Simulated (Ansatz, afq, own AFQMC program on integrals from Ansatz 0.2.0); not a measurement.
**SbH3⁺, doublet in def2-SVP, levels against CCSDT(Q)**

```csv
atom,x (Å),y (Å),z (Å)
Sb,0.0000,0.0000,-0.0114
H,1.4016,0.0119,0.4649
H,-0.7125,1.2098,0.4575
H,-0.6929,-1.2200,0.4605
```

Basis def2-SVP with its core potentials. Only valence electrons are correlated. Ansatz 0.2.0 and our own AFQMC program on the same integrals; the CISD trial comes from CCSD amplitudes, and released means the phaseless constraint is let go. Free projection: walkers drawn from exp(T), propagated without any constraint. Its projection time is finite, and what remains of the start isn't in its error. ± is one standard error of the sampling. No spin–orbit coupling.

Determinant: UHF, the one that the program's search chose, which needn't be the lowest solution. The geometry is a point of a scan.

No full CI on the walks' own integrals is used here; CCSDT(Q) serves as the reference and is uncertain by about the last step of the cluster series.

Cautions: no spin-orbit coupling; inner d shell frozen.

The T1 diagnostic is 0.0090. The weight of the determinant in the CISD state is 0.941, the ⟨S²⟩ of the determinant is 0.754 and the size of the correlated space is 7 electrons in 32 orbitals.

Reference: CCSDT(Q), correlation energy -2.958 eV. The released energy is read at 2.40 1/Eh (meV from the phaseless value at times in 1/Eh: 1 ± 3 at 0.24, -1 ± 3 at 0.51, 2.9 ± 2.3 at 0.99, -3 ± 4 at 1.62, 3 ± 3 at 2.40).

```json
{"level": "HF", "E − E(reference) (kcal/mol)": "68.21", "share of correlation (%)": "0.00"}
{"level": "MP2", "E − E(reference) (kcal/mol)": "15.55", "share of correlation (%)": "77.20"}
{"level": "CCSD", "E − E(reference) (kcal/mol)": "1.37", "share of correlation (%)": "97.99"}
{"level": "CCSD(T)", "E − E(reference) (kcal/mol)": "0.30", "share of correlation (%)": "99.56"}
{"level": "CCSDT", "E − E(reference) (kcal/mol)": "0.02", "share of correlation (%)": "99.98"}
{"level": "ph-AFQMC/HF", "E − E(reference) (kcal/mol)": "-0.30 ± 0.48", "share of correlation (%)": "100.43"}
{"level": "ph-AFQMC/CISD", "E − E(reference) (kcal/mol)": "-0.04 ± 0.08", "share of correlation (%)": "100.06"}
{"level": "released AFQMC", "E − E(reference) (kcal/mol)": "0.03 ± 0.06", "share of correlation (%)": "99.96"}
{"level": "free AFQMC", "E − E(reference) (kcal/mol)": "-0.09 ± 0.13", "share of correlation (%)": "100.13"}
```

Free projections are given only where their last times agree within the noise and don't stop above the reference; a slow remainder of the start can still hide under it. A walk keeps the symmetry of its determinant, which the program's search chose and which needn't be the lowest solution, so a lower state of the same spin and another symmetry isn't excluded. Released energies are given only where the last usable release times agree within the noise; a slower fall can still hide under it.
